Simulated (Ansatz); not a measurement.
# AlPH (quartet): from Hartree-Fock to the top rungs, def2-TZVPP

An exercise on one series of results from a longer session: the logs are not shown, and one member is left open.

The runs use Ansatz 0.2.0, Gaussian basis; def2-TZVPP, core rule «outside noble gas», up to 10 orbitals frozen.

Plan: UHF; ROHF; CCSD(T) on UHF.

2 further runs of the same task are left out: 2 set aside as unsound or not needed.

## What is computed

The geometry is a PBE0/def2-TZVP stationary point (not a proven minimum) of the parent state, kept for this charge and spin.

3 atoms, charge 0, spin multiplicity 4.

Atoms are counted from 1 here; the program's logs count them from 0.

Bond lengths: Al1–P2 2.144 Å, Al1–H3 1.581 Å. Angles: P2–Al1–H3 180.0°.

The first run:

File in.yaml:

```yaml
crystal:
  periodic: [false, false, false]
  atoms:
    - {symbol: Al, position_ang: [0.000000, 0.000000, 0.187600]}
    - {symbol: P, position_ang: [0.000000, 0.000000, -1.956600]}
    - {symbol: H, position_ang: [0.000000, 0.000000, 1.769000]}
basis:
  gaussian: {orbitals: def2-TZVPP}
magnetization: {spin_polarized: true, initial_magnetization: 3}
hamiltonian: {xc: hf}
output: {orbitals: {seedname: orbitals}}
```

Launch:

```console
$ ansatz run in.yaml --threads 1 --pin off --events-out ev --progress --plain --max-ram 4096MiB --backend cpu
```

Among the steps run: UHF; ROHF; CCSD(T) on UHF.

One of the session's tables, all rows but one given; the rest of the session is left out.

It belongs to the step «Misses and costs». 

```
  method  from UCCSD(T) (kcal/mol)
    ROHF                   +129.76
     UHF                         ?
    UMP2                    +27.10
   UCCSD                     +5.20
UCCSD(T)                         0
```

Q: Estimate the row for UHF from the others.

As computed: from UCCSD(T) (kcal/mol): +124.79. In the column «from UCCSD(T) (kcal/mol)» it lies between UMP2 (+27.10) and ROHF (+129.76).
